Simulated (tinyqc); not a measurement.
The integration grid: Kohn-Sham LDA (VWN5) on finer and finer grids in the sto-3g basis, for LiH, spin multiplicity 1. Computed by the program tinyqc with PySCF. Self-consistent on each grid; the net force on the molecule should vanish.

Geometry (angstrom):

| atom | x | y | z |
|---|---|---|---|
| Li | 0.0000 | 0.0000 | 0.0000 |
| H | 0.0000 | 0.0000 | 1.8670 |

Kohn-Sham energy on Becke grids (radial x angular points per atom):

| grid | points | residual of the electron count | E (hartree) | E - finest (mhartree) | largest net force without grid terms (hartree/bohr) |
|---|---|---|---|---|---|
| 10 x 14 | 274 | 6.95e-02 | -7.826687 | -47.855648 | 4.65e-02 |
| 15 x 26 | 771 | 1.70e-03 | -7.776663 | 2.168840 | 1.60e-02 |
| 20 x 50 | 1988 | 1.43e-03 | -7.779336 | -0.503821 | 1.84e-03 |
| 30 x 86 | 5143 | 5.86e-04 | -7.779032 | -0.200186 | 3.79e-04 |
| 50 x 194 | 19362 | 3.32e-06 | -7.778837 | -0.005361 | 1.49e-05 |
| 75 x 302 | 45231 | -1.01e-06 | -7.778831 | 0.000794 | 8.42e-07 |
| 120 x 590 | 141428 | -2.03e-08 | -7.778832 | 0.000000 | 1.66e-08 |

What does the comparison show, and why?

The energy is within 0.1 mhartree of the finest grid first at 50 x 194. The error has both signs, since quadrature is not variational. The electron count and the net force are cheap signs of a poor grid.
